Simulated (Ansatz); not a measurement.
# SiH₅O (doublet): from Hartree-Fock to the top rungs at distance O1–H3 along a hydrogen transfer = 1.007 Å, cc-pVDZ

How much of the correlation energy of SiH₅O (doublet) does each wave-function method recover here?

The runs use Ansatz 0.2.0, Gaussian basis; cc-pVDZ, core rule «outside noble gas», up to 6 orbitals frozen.

Plan: UHF; CCSD(T) on ROHF; CCSD(T) on UHF; BCCD(T) on ROHF; CISD; CCSDT(Q) on ROHF; CCSDT(Q) on UHF; CASSCF and MRCISD+Q, 3 electrons in 3 orbitals; CASSCF and NEVPT2, 3 electrons in 3 orbitals.

**1. The system**

The geometry derives from fragments relaxed apart (PBE0/def2-TZVP) and kept rigid, so it is no stationary point. A hydrogen atom is moved between rigid fragments.

7 atoms, charge 0, spin multiplicity 2.

Atoms are counted from 1 here; the program's logs count them from 0.

Bond lengths: O1–H2 0.960 Å, O1–H3 1.007 Å, Si4–H5 1.486 Å, Si4–H6 1.486 Å, Si4–H7 1.486 Å. Angles: H2–O1–H3 105.1°, H5–Si4–H6 111.3°, H5–Si4–H7 111.3°, H6–Si4–H7 111.3°.

**2. UHF**

Contents of in.yaml:

```yaml
crystal:
  periodic: [false, false, false]
  atoms:
    - {symbol: O, position_ang: [-1.772715, -0.019012, 0.000000]}
    - {symbol: H, position_ang: [-2.022024, 0.907564, 0.000000]}
    - {symbol: H, position_ang: [-0.765715, -0.019012, 0.000000]}
    - {symbol: Si, position_ang: [0.958285, -0.019012, 0.000000]}
    - {symbol: H, position_ang: [1.408258, -1.435264, 0.000000]}
    - {symbol: H, position_ang: [1.408259, 0.689115, -1.226512]}
    - {symbol: H, position_ang: [1.408260, 0.689115, 1.226511]}
basis:
  gaussian: {orbitals: cc-pVDZ}
magnetization: {spin_polarized: true, initial_magnetization: 1}
hamiltonian: {xc: hf}
output: {orbitals: {seedname: orbitals}}
```

On the command line:

```
$ ansatz run in.yaml --threads 1 --pin off --events-out ev --progress --plain --max-ram 2816MiB --backend cpu
```

Further steps of the session: CCSD(T) on ROHF; CCSD(T) on UHF; BCCD(T) on ROHF; CISD; CCSDT(Q) on ROHF; CCSDT(Q) on UHF; CASSCF and MRCISD+Q, 3 electrons in 3 orbitals; CASSCF and NEVPT2, 3 electrons in 3 orbitals.

Q: Predict the results of all the runs planned. Wanted: UCCSDT(Q) below the RHF energy; RMP2 from UCCSDT(Q); UMP2 from UCCSDT(Q); RCCSD from UCCSDT(Q); RCCSD(T) from UCCSDT(Q); UCCSD(T) from UCCSDT(Q); RCCSDT(Q) from UCCSDT(Q); NEVPT2 pair from UCCSDT(Q); MRCISD+Q pair from UCCSDT(Q).

As calculated:

| quantity | value |
| --- | --- |
| UCCSDT(Q) below the RHF energy | -9.6830 eV |
| RMP2 from UCCSDT(Q) | +1163.7 meV |
| UMP2 from UCCSDT(Q) | +1190.5 meV |
| RCCSD from UCCSDT(Q) | +227.3 meV |
| RCCSD(T) from UCCSDT(Q) | +41.3 meV |
| UCCSD(T) from UCCSDT(Q) | +41.4 meV |
| RCCSDT(Q) from UCCSDT(Q) | +0.7 meV |
| NEVPT2 pair from UCCSDT(Q) | +1224.9 meV |
| MRCISD+Q pair from UCCSDT(Q) | +145.9 meV |
| levels within 1 kcal/mol (43 meV) | RCCSD(T), UCCSD(T), BCCD(T), RCCSDT, UCCSDT, RCCSDT(Q) |
| T1 diagnostic | 0.017 |

In words: RCCSD(T) misses by +41.3 meV, 0.4 % of the correlation energy. Of the multireference levels listed MRCISD+Q pair comes nearest in total energy (+145.9 meV), which doesn't show that its space is the better one. These misses are within one basis, not against nature; the frozen cores of restricted and unrestricted runs differ, which can shift their rows.
